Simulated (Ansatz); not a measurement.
We consider graphite, described by LDA in Ansatz (PAW).

Numerical settings: plane-wave cutoff 520 eV, 24×24×8 k mesh (along the axes of the cell as run), Fermi–Dirac smearing 0.05 eV, scalar-relativistic PAW data made under PBE.

Starting structure:

```
CELL_PARAMETERS angstrom
      2.46000     0.00000     0.00000
     -1.23000     2.13042     0.00000
      0.00000     0.00000     6.71000
ATOMIC_POSITIONS crystal
  C  0.00000 0.00000 0.75000
  C  0.00000 0.00000 0.25000
  C  0.66667 0.33333 0.75000
  C  0.33333 0.66667 0.25000
```

Q: Into what structure does the relaxation of cell and atoms lead at this level, with the symmetry of the start kept?

A: The volume drops by 2.1 %; final space group P6_3/mmc.
```
CELL_PARAMETERS angstrom
      2.44494     0.00000     0.00000
     -1.22247     2.11738     0.00000
      0.00000     0.00000     6.65119
ATOMIC_POSITIONS crystal
  C  0.00000 0.00000 0.75000
  C  0.00000 0.00000 0.25000
  C  0.66667 0.33333 0.75000
  C  0.33333 0.66667 0.25000
```

Ansatz is a program for electronic structure.
